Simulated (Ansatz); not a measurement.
Geometry optimisation, RKS B3LYP/def2-SVP in Ansatz.

Input file:

```yaml
crystal:
  periodic: [false, false, false]
  atoms:
    - { symbol: Mg, position_ang: [1.221568, -0.444304, -0.373261] }
    - { symbol: H, position_ang: [0.617857, -0.43571, -1.979228] }
    - { symbol: C, position_ang: [1.983824, -0.468348, 1.584964] }
    - { symbol: H, position_ang: [-1.160504, 0.196948, -1.567418] }
    - { symbol: C, position_ang: [-2.039174, 0.55079, -1.030687] }
    - { symbol: H, position_ang: [2.684151, -1.309143, 1.739084] }
    - { symbol: H, position_ang: [2.539157, 0.457042, 1.822478] }
    - { symbol: H, position_ang: [1.189398, -0.569332, 2.346024] }
    - { symbol: H, position_ang: [-1.814346, 1.500099, -0.519165] }
    - { symbol: H, position_ang: [-2.865672, 0.717734, -1.73731] }
    - { symbol: H, position_ang: [-2.356361, -0.195775, -0.285382] }
basis:
  gaussian: { orbitals: def2-SVP }
hamiltonian:
  xc: b3lyp
relax:
  f_tol: 0.03
  max_steps: 50
```

Command:

```bash
$ ansatz run input.yaml --threads 2 --pin off --max-ram 3072MiB --backend cpu --events-out ev --progress --plain --runs-dir out
```

Problem. Where does it end, and by what steps?

Solution. The run converged. The force dipped under the threshold on the way, but the program's further checks kept it going. After 14 steps the energy has fallen by 0.133 eV; H2 moved furthest, 0.92 Å.

```json
{"step": "0", "energy less start (eV)": "0.0000", "largest force component (eV/Å)": "0.506", "accepted": "yes"}
{"step": "1", "energy less start (eV)": "-0.0722", "largest force component (eV/Å)": "0.148", "accepted": "yes"}
{"step": "2", "energy less start (eV)": "-0.1049", "largest force component (eV/Å)": "0.069", "accepted": "yes"}
{"step": "3", "energy less start (eV)": "-0.1199", "largest force component (eV/Å)": "0.085", "accepted": "yes"}
{"step": "4", "energy less start (eV)": "-0.1226", "largest force component (eV/Å)": "0.069", "accepted": "yes"}
{"step": "5", "energy less start (eV)": "-0.1241", "largest force component (eV/Å)": "0.033", "accepted": "yes"}
{"step": "6", "energy less start (eV)": "-0.1245", "largest force component (eV/Å)": "0.015", "accepted": "yes"}
{"step": "7", "energy less start (eV)": "-0.1249", "largest force component (eV/Å)": "0.018", "accepted": "yes"}
{"step": "8", "energy less start (eV)": "-0.1255", "largest force component (eV/Å)": "0.089", "accepted": "yes"}
{"step": "9", "energy less start (eV)": "-0.1261", "largest force component (eV/Å)": "0.065", "accepted": "yes"}
{"step": "10", "energy less start (eV)": "-0.1288", "largest force component (eV/Å)": "0.045", "accepted": "yes"}
{"step": "11", "energy less start (eV)": "-0.1299", "largest force component (eV/Å)": "0.198", "accepted": "yes"}
{"step": "12", "energy less start (eV)": "-0.1315", "largest force component (eV/Å)": "0.075", "accepted": "yes"}
{"step": "13", "energy less start (eV)": "-0.1320", "largest force component (eV/Å)": "0.028", "accepted": "yes"}
{"step": "14", "energy less start (eV)": "-0.1325", "largest force component (eV/Å)": "0.016", "accepted": "yes"}
```

```xyz
11
Properties=species:S:1:pos:R:3
Mg 1.441 -0.561 -0.668
H 1.392 -0.750 -2.360
C 1.625 -0.370 1.417
H -1.318 0.237 -1.670
C -1.885 0.534 -0.774
H 2.299 -1.136 1.842
H 2.039 0.613 1.707
H 0.655 -0.473 1.935
H -1.396 1.386 -0.280
H -2.899 0.829 -1.080
H -1.952 -0.309 -0.070
```

Run time: 13 s on 2 threads of Intel(R) Xeon(R) 6975P-C (Granite Rapids), with other jobs on the host, peak memory 0.17 GiB.
